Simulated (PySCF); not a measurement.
Compound: BH6P.
Geometry (PBE0-D3(BJ)/def2-SVP, Å), atoms numbered from 1 in this order:
```
atom  x, y, z in Å
B1    -1.145   -0.062   -0.019
P2     0.773    0.043    0.010
H3    -1.495    0.827    0.741
H4    -1.428    0.132   -1.190
H5    -1.380   -1.191    0.379
H6     1.434   -0.141    1.250
H7     1.505   -0.873   -0.785
H8     1.382    1.253   -0.404
```

Computed, not measured: TDDFT CAM-B3LYP/def2-SVPD, vertical, gas phase, core orbitals frozen in the response in PySCF 2.14.0, density-fitted response routines.

Ground-to-excited transition dipoles (e·a0, same axes as the geometry; the sign carries no meaning), for the states with f of 0.002 or more among the lowest 3:

```csv
state,E (eV),μx,μy,μz
S1,7.850,0.011,-0.193,-0.040
S2,7.850,0.001,0.040,-0.193
S3,8.045,0.174,0.010,0.003
```

**Question.** Work out the oscillator strengths.

**Answer.** f = (2/3) ΔE |μ|² with ΔE in hartree (27.2114 eV).

```
state  |μ|² (au)  |μ| (D)      f
   S1      0.039     0.50  0.007
   S2      0.039     0.50  0.008
   S3      0.030     0.44  0.006
```

**Question.** The point group is C3v. Which irreducible representation does each state belong to?

**Answer.** Polarised along the main axis, so A1: S3. Polarised across the main axis, so E: S1 and S2.

**Question.** What peak molar absorption coefficient would the strongest computed level give as a lone Gaussian band 0.5 eV wide at half height?

**Answer.** ε(max) = 2.175×10⁸ f / FWHM, with the width in cm⁻¹. S1/S2 (f summed): 2.175×10⁸ × 0.0150 / 4033 ≈ 810 L mol⁻¹ cm⁻¹.

S1/S2 coincide within about 0.01 eV; within a degenerate level the directions of the single components are arbitrary.

Without π bonds the low states may be Rydberg-like; a valence basis with one diffuse set may place them up to an eV too high.
